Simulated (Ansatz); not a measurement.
Two shapes of singlet C₃H₄.

Shape 1:

```xyz
7

C     0.0031   -0.0089   -1.2355
C    -0.0034    0.0006    0.2051
C     0.0073    0.0067    1.4240
H    -0.0064   -1.0258   -1.6422
H    -0.8870    0.5199   -1.6273
H     0.8828    0.5154   -1.6278
H    -0.0061    0.0076    2.4971
```

Shape 2:

```xyz
7

C     0.0144   -0.0471   -1.2476
C     0.0238   -0.0208    0.2532
C    -0.0267    0.0120    1.3847
H     0.0244   -0.9857   -1.6470
H    -0.8464    0.4966   -1.6522
H     0.8609    0.5449   -1.6084
H     0.0115   -0.0485    2.4954
```

Basis set: STO-3G (spherical functions). Left uncorrelated: 3 orbitals. Charge 0, multiplicity 1.

Computed with Ansatz (development build ahead of 0.2.0); each method stands on the lowest determinant of its kind that the runs found.

Question: Which shape is lower in energy, and by how much in each method?

Answer:

```tsv
method	E(2) − E(1) (eV)
RHF	0.137
RHF-MP2	0.677
```

Shape 1 is lower.
